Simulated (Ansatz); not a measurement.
in.yaml

```yaml
crystal:
  periodic: [false, false, false]
  atoms:
    - {symbol: Hf, position_ang: [0.000000, 0.000000, 0.382699]}
    - {symbol: Si, position_ang: [0.000000, 0.000000, -2.213932]}
    - {symbol: H, position_ang: [0.000000, 1.233877, -3.040144]}
    - {symbol: H, position_ang: [0.000000, -1.233877, -3.040144]}
basis:
  gaussian: {orbitals: def2-TZVPP}
total_charge: 1
magnetization: {spin_polarized: false, initial_magnetization: 5}
correlation: {method: ccsd_t, electrons: outside_noble_gas}
```

```sh
$ ansatz run in.yaml --threads 2 --pin off --events-out ev --progress --plain --max-ram 24576MiB --backend cuda --devices 0, --max-vram 18GiB
```

The program prints:

```
759 factors; integrals over basis functions are off by at most 7.9e-4 eV
mean field evaluation 1: about -9171.9627 eV, gradient 1.5e1 eV
mean field evaluation 2: about -9171.9757 eV, gradient 1.5e1 eV
mean field evaluation 4: about -9174.6421 eV, gradient 2.6e0 eV
mean field evaluation 8: about -9174.7851 eV, gradient 3.5e-1 eV
mean field evaluation 16: about -9174.7904 eV, gradient 9.7e-6 eV
mean field evaluation 32: about -9174.7904 eV, gradient 3.5e-3 eV
mean field evaluation 64: about -9173.6769 eV, gradient 2.4e-1 eV
mean field evaluation 96: about -9174.7401 eV, gradient 4.9e-1 eV
mean field evaluation 128: about -9174.7899 eV, gradient 4.8e-2 eV
mean field evaluation 160: about -9173.7866 eV, gradient 8.6e-1 eV
...
mean field evaluation 1216: about -9173.7331 eV, gradient 6.6e-2 eV
mean field evaluation 1248: about -9174.1023 eV, gradient 3.4e-3 eV
mean field evaluation 1280: about -9173.6532 eV, gradient 1.3e0 eV
mean field evaluation 1312: about -9173.6976 eV, gradient 3.4e-6 eV
mean field evaluation 1344: about -9171.8992 eV, gradient 5.1e-4 eV
mean field -9174.79043785 eV, -337.1673296948 hartree, gradient 9.7e-6 eV, S^2 8.750000; 34 other end points of the search recorded, 0 dependent functions left out
mean field evaluation 1376: about -9174.9436 eV, gradient 3.3e-1 eV
mean field evaluation 1408: about -9174.9405 eV, gradient 6.3e-1 eV
mean field evaluation 1440: about -9174.8832 eV, gradient 3.7e-3 eV
mean field evaluation 1472: about -9173.8263 eV, gradient 4.0e-1 eV
determinant -9174.79043785 eV, -337.1673296948 hartree, with singles and doubles -9178.88355295 eV, -337.3177489002 hartree
determinant -9174.73525413 eV, -337.1653017305 hartree, with singles and doubles -9178.86675034 eV, -337.3171314156 hartree
determinant -9174.10232905 eV, -337.1420421625 hartree, with singles and doubles -9178.27336157 eV, -337.2953247807 hartree
determinant -9173.73330474 eV, -337.1284807696 hartree, with singles and doubles -9177.78660004 eV, -337.2774366241 hartree
determinant -9173.69758100 eV, -337.1271679462 hartree, with singles and doubles -9177.79685894 eV, -337.2778136320 hartree
determinant -9173.68338541 eV, -337.1266462677 hartree, with singles and doubles -9177.84577361 eV, -337.2796112129 hartree
determinant -9173.67692585 eV, -337.1264088834 hartree, with singles and doubles -9177.80272082 eV, -337.2780290519 hartree
determinant -9173.59329406 eV, -337.1233354718 hartree, with singles and doubles -9177.49884176 eV, -337.2668617027 hartree
determinant -9173.21644783 eV, -337.1094866282 hartree, with singles and doubles -9177.35465393 eV, -337.2615628975 hartree
determinant -9173.20414151 eV, -337.1090343793 hartree, with singles and doubles -9177.35198790 eV, -337.2614649227 hartree
determinant -9173.17433586 eV, -337.1079390420 hartree, with singles and doubles -9177.34285989 eV, -337.2611294745 hartree
determinant -9172.73878459 eV, -337.0919328281 hartree, with singles and doubles -9176.74984586 eV, -337.2393366111 hartree
determinant -9172.31586581 eV, -337.0763908495 hartree, with singles and doubles -9176.23452824 eV, -337.2203990376 hartree
determinant -9172.29147511 eV, -337.0754945078 hartree, with singles and doubles -9176.24306383 eV, -337.2207127149 hartree
determinant -9171.97994836 eV, -337.0640461108 hartree, with singles and doubles -9176.15265821 eV, -337.2173903694 hartree
determinant -9171.89921764 eV, -337.0610793118 hartree, with singles and doubles -9175.92632576 eV, -337.2090728053 hartree
determinant -9171.81010687 eV, -337.0578045512 hartree, with singles and doubles -9175.90942612 eV, -337.2084517553 hartree
determinant -9174.79043785 eV, -337.1673296948 hartree, with singles and doubles -9178.82331783 eV, -337.3155353003 hartree
determinant -9174.73525413 eV, -337.1653017305 hartree, with singles and doubles -9178.80463087 eV, -337.3148485673 hartree
9 core orbitals not correlated: weight in the atoms' cores, before any rotation towards them, 0.998 or more for the frozen orbitals, at most 0.001 for the correlated occupied ones
reference -9174.79043785 eV, -337.1673296948 hartree; 7, 2 occupied and 110, 115 virtual orbitals, 759 factors
second order -3.19783351 eV of doubles, -0.02344863 eV of singles
cycle   1  -4.03287885 eV  change    1.1e-6 eV  update   3.7e-6
perturbative correction -0.13712372 eV, -0.0050392037 hartree
Total energy: -9178.96044042 eV, -337.3205744626 hartree
```

Ran on 2 threads of AMD EPYC 7R13 with a shared H100 80 GB, shared host: 44 s wall, 0.89 GiB peak host memory.
